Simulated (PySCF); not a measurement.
# PS⁻ (triplet) at other levels of theory

Starting from one script, swap the method and compare what comes out for PS⁻ (triplet).

Program: PySCF 2.14.0. Level of theory: each script names its method and basis. These are calculated values, not measurements.

6 further runs of the same task are left out: 6 that didn't finish.

## 1. Where the work starts

PS⁻ (triplet): 2 atoms, charge -1, spin multiplicity 3.

Bond lengths: P1–S2 2.257 Å.

## 2. The base run

input.py

```python
from pyscf import gto, scf, mcscf, mrpt

mol = gto.M(
    atom='P 0 0 0; S 0 0 2.257',
    basis='jorge-dzp',
    charge=-1,
    spin=2,
    symmetry=True,
    verbose=4,
)
mf = scf.ROHF(mol)
mf.kernel()
mc = mcscf.CASSCF(mf, 6, 8)
mc.kernel()
mc.analyze()
mrpt.NEVPT(mc).kernel()
mf.dip_moment()
print('orbital energies (hartree):', mf.mo_energy[..., max(0, mol.nelec[1]-3):mol.nelec[0]+3].round(4))
```

Command:

```
$ OMP_NUM_THREADS=1 python input.py
```

## 3. Polarisability (UHF)

Run 1 changes step after the SCF: nevpt2 → polarizability; SCF type: ROHF → UHF.

input.py

```python
from pyscf import gto, scf
from pyscf.prop.polarizability import uhf as pol

mol = gto.M(
    atom='P 0 0 0; S 0 0 2.257',
    basis='jorge-dzp',
    charge=-1,
    spin=2,
    symmetry=True,
    verbose=4,
)
mf = scf.UHF(mol)
mf.kernel()
print('polarizability (a.u.)')
print(pol.Polarizability(mf).polarizability().round(4))
mf.dip_moment()
print('orbital energies (hartree):', [e[max(0, n-3):n+3].round(4) for e, n in zip(mf.mo_energy, mol.nelec)])
```

## 4. Population analysis

Run 2 changes step after the SCF: nevpt2 → analyze.

input.py

```python
from pyscf import gto, scf

mol = gto.M(
    atom='P 0 0 0; S 0 0 2.257',
    basis='jorge-dzp',
    charge=-1,
    spin=2,
    symmetry=True,
    verbose=4,
)
mf = scf.ROHF(mol)
mf.kernel()
mf.analyze()
print('orbital energies (hartree):', mf.mo_energy[..., max(0, mol.nelec[1]-3):mol.nelec[0]+3].round(4))
```

## 5. Gradient

Run 3 changes step after the SCF: nevpt2 → gradient.

Changes to input.py since step 2:

```diff
@@ -1,2 +1,2 @@
-from pyscf import gto, scf, mcscf, mrpt
+from pyscf import gto, scf
 
@@ -12,6 +12,3 @@
 mf.kernel()
-mc = mcscf.CASSCF(mf, 6, 8)
-mc.kernel()
-mc.analyze()
-mrpt.NEVPT(mc).kernel()
+mf.nuc_grad_method().kernel()
 mf.dip_moment()
```

## 6. TDA (UHF)

Run 4 changes step after the SCF: nevpt2 → tda; SCF type: ROHF → UHF; number of roots: none → 8.

input.py

```python
from pyscf import gto, scf, tdscf

mol = gto.M(
    atom='P 0 0 0; S 0 0 2.257',
    basis='jorge-dzp',
    charge=-1,
    spin=2,
    symmetry=True,
    verbose=4,
)
mf = scf.UHF(mol)
mf.kernel()
td = tdscf.TDA(mf)
td.nstates = 8
td.kernel()
td.analyze()
mf.dip_moment()
print('orbital energies (hartree):', [e[max(0, n-3):n+3].round(4) for e, n in zip(mf.mo_energy, mol.nelec)])
```

## 7. UHF

Run 5 changes SCF type: ROHF → UHF.

Changes to input.py since step 2:

```diff
@@ -10,3 +10,3 @@
 )
-mf = scf.ROHF(mol)
+mf = scf.UHF(mol)
 mf.kernel()
@@ -17,2 +17,2 @@
 mf.dip_moment()
-print('orbital energies (hartree):', mf.mo_energy[..., max(0, mol.nelec[1]-3):mol.nelec[0]+3].round(4))
+print('orbital energies (hartree):', [e[max(0, n-3):n+3].round(4) for e, n in zip(mf.mo_energy, mol.nelec)])
```

Before running it: what results should come out? Wanted: for each run, E(SCF); from base; gap, α spin; after the SCF.

The runs gave:

```tsv
run	E(SCF) (hartree)	from base (eV)	cycles	gap, α spin (eV)	after the SCF
base	-738.273404	0	11	n/a	NEVPT2 correlation -9.775 eV (from the SCF energy, the CASSCF gain included)
polarisability (UHF)	-738.279927	-0.1775	14	11.25	n/a
population analysis	-738.273404	0.0000	11	n/a	n/a
gradient	-738.273404	0.0000	11	n/a	n/a
TDA (UHF)	-738.279927	-0.1775	14	11.25	lowest root found 3.54 eV
UHF	-738.279927	-0.1775	14	11.25	NEVPT2 correlation -9.597 eV (from the SCF energy, the CASSCF gain included)
```

What this shows: Total energies from different bases, Hamiltonians or methods carry different errors, so properties are taken as differences within one set-up.
